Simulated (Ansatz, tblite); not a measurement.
**The cluster B2Cl2: one state, many levels**

Aim: run the singlet of the cluster B2Cl2 at one geometry on many levels, and compare frontier levels, spin and run time.

Method: as each input shows; program: Ansatz 0.2.0, Gaussian basis.

The runs, in order: GFN1-xTB, GFN2-xTB, PBE-D4/def2-TZVP, LDA/def2-TZVP, r2SCAN0-D4/def2-TZVP, B3LYP-D4/def2-TZVP, HF/def2-TZVP, B2PLYP/def2-TZVP, PBE+5HF/def2-TZVP, PBE+10HF/def2-TZVP, PBE+15HF/def2-TZVP, PBE+35HF/def2-TZVP, PBE+50HF/def2-TZVP, PBE-D4/def2-SVP, PBE0-D4/def2-SVP, HF/6-31G, B3LYP-D4/6-31G, PBE0-D4/def2-TZVPD, PBE-D4/def2-TZVPD, r2SCAN-D4/def2-TZVPD, CCSD(T)/def2-TZVPP, MP2/def2-TZVP, CCSD(T)/def2-TZVPD.

2 further runs of the same task are left out: 2 that didn't finish.

## (1) The structure

The singlet was relaxed beforehand with r2SCAN-D4/def2-TZVP. At that level it is the lowest of the isomers that a small search found.

4 atoms, charge 0, spin multiplicity 1.

Bond lengths: B1–B2 1.507 Å, B1–Cl3 1.681 Å, B2–Cl4 1.681 Å. Angles: B2–B1–Cl3 179.2°, B1–B2–Cl4 179.0°.

PBE0-D4/def2-TZVP was run before; its log isn't repeated, and its numbers join the tables.

## (2) GFN1-xTB

Tight binding, by tblite at 300 K electronic temperature and without a spin-polarisation term:

```python
tblite.interface.Calculator('GFN1-xTB', numbers, positions, charge=0, uhf=0).singlepoint()
```

Energy -306.9587 eV, HOMO -8.94 eV, LUMO -4.69 eV; 0.003 s.

## (3) GFN2-xTB

Tight binding, by tblite at 300 K electronic temperature and without a spin-polarisation term:

```python
tblite.interface.Calculator('GFN2-xTB', numbers, positions, charge=0, uhf=0).singlepoint()
```

Energy -313.5135 eV, HOMO -8.41 eV, LUMO -3.78 eV; 0.002 s.

## (4) PBE-D4/def2-TZVP

start.molden holds the orbitals of an earlier run on this state, given as this run's starting guess.

Contents of in.yaml:

```yaml
crystal:
  periodic: [false, false, false]
  atoms:
    - {symbol: B, position_ang: [-0.430452, -0.615622, -0.056039]}
    - {symbol: B, position_ang: [0.433181, 0.613970, 0.053560]}
    - {symbol: Cl, position_ang: [-1.377034, -2.000179, -0.167492]}
    - {symbol: Cl, position_ang: [1.374316, 2.001831, 0.169971]}
basis:
  gaussian: {orbitals: def2-TZVP, initial_orbitals: start.molden}
hamiltonian: {xc: pbe, dispersion: d4}
scf: {omitted_lower_state_checks: [starts]}
output: {orbitals: {seedname: orbitals}}
```

Run with:

```bash
> ansatz run in.yaml --threads 2 --pin off --events-out ev --progress --plain --max-ram 4352MiB
```

After this run come: LDA/def2-TZVP; r2SCAN0-D4/def2-TZVP; B3LYP-D4/def2-TZVP; HF/def2-TZVP; B2PLYP/def2-TZVP; PBE+5HF/def2-TZVP; PBE+10HF/def2-TZVP; PBE+15HF/def2-TZVP; PBE+35HF/def2-TZVP; PBE+50HF/def2-TZVP; PBE-D4/def2-SVP; PBE0-D4/def2-SVP; HF/6-31G; B3LYP-D4/6-31G; PBE0-D4/def2-TZVPD; PBE-D4/def2-TZVPD; r2SCAN-D4/def2-TZVPD; CCSD(T)/def2-TZVPP; MP2/def2-TZVP; CCSD(T)/def2-TZVPD.

Before running them: what should the planned runs give, taken together? Wanted: gap in def2-TZVP, named functionals and Hartree-Fock, smallest and largest; gap over the share of exact exchange; correlation energy, CCSD(T)/def2-TZVPP; correlation energy, MP2/def2-TZVP; correlation energy, CCSD(T)/def2-TZVPD; binding an atom, CCSD(T)/def2-TZVPP; PBE0 total energy, smallest basis above largest.

**Answer**, as computed:

```
                                                                  quantity                             value
gap in def2-TZVP, named functionals and Hartree-Fock, smallest and largest  1.29 eV (B3LYP-D4), 7.51 eV (HF)
                                      gap over the share of exact exchange   0.06 eV at 0.05, 3.60 eV at 0.5
                                    correlation energy, CCSD(T)/def2-TZVPP                         -16.76 eV
                                         correlation energy, MP2/def2-TZVP                         -14.56 eV
                                    correlation energy, CCSD(T)/def2-TZVPD                         -16.69 eV
                                       binding an atom, CCSD(T)/def2-TZVPP                          2.995 eV
                           PBE0 total energy, smallest basis above largest   10.07 eV (def2-SVP, def2-TZVPD)
```

In words: Over the named functionals and Hartree-Fock in def2-TZVP the gap runs from 1.29 eV (B3LYP-D4) to 7.51 eV (HF). Raising the share of exact exchange from 0.05 to 0.5 moves the HOMO by -1.88 eV and the LUMO by +1.66 eV. A small miss in a minimal or small basis is a cancelling of errors, not accuracy. The functionals in def2-TZVP miss CCSD(T)/def2-TZVPP by +0.116 (B2PLYP) to +0.837 eV (LDA) an atom. CCSD(T)/def2-TZVPP isn't at the basis-set limit; small misses against it rank nothing. LDA, PBE-D4 leave an empty level below a filled one, so this occupation isn't an aufbau state there; left out of the range.
